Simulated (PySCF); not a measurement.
Shifts of the heteroatoms

Geometry (Å), atoms numbered from 1 in this order:
```xyz
5

O     1.0657   -0.7372   -0.3752
N     1.0663    0.4292   -0.1929
O    -0.1623    0.9819   -0.0772
O    -1.2159    0.0652   -0.1947
H    -0.7203   -0.7731   -0.3363
```

No relativistic terms, single conformer, gas phase. B97-2/pcSseg-2 with gauge-including orbitals; PBE0-D3(BJ)/def2-TZVP geometry; PySCF 2.14.

(1) What are the ¹⁵N shifts?

(2) Where does ¹⁷O resonate?

Answers

(1) 
```json
{"atoms": "N2", "environment": "nitroso nitrogen", "σ (ppm)": "-306.4", "δ (ppm)": "132.3"}
```

Shieldings were converted by a linear fit to measured shifts: ¹⁵N: δ = -149.73 − 0.920σ (rms 6.4 ppm, 44 shifts vs CH3NO2, solution or neat liquid). Occasional misses reach two or three times the rms, and more in compound classes unlike the fitted ones.

On a 300 MHz spectrometer ¹⁵N resonates near 30.4 MHz, so 1 ppm is 30.4 Hz.

(2) 
```
atoms            environment  σ (ppm)  δ (ppm)
   O1     oxygen bonded to N   -387.6    641.1
   O3  oxygen bonded to N, O   -228.0    489.9
   O4  oxygen bonded to O, H     19.4    255.7
```

Shieldings were converted by a linear fit to measured shifts: ¹⁷O (scatter 12.2 ppm rms vs liquid water, solution or neat liquid). A few per cent of atoms miss by over 2 rms, more outside the fitted compound classes.

On a 600 MHz spectrometer ¹⁷O resonates near 81.3 MHz, so 1 ppm is 81.3 Hz.
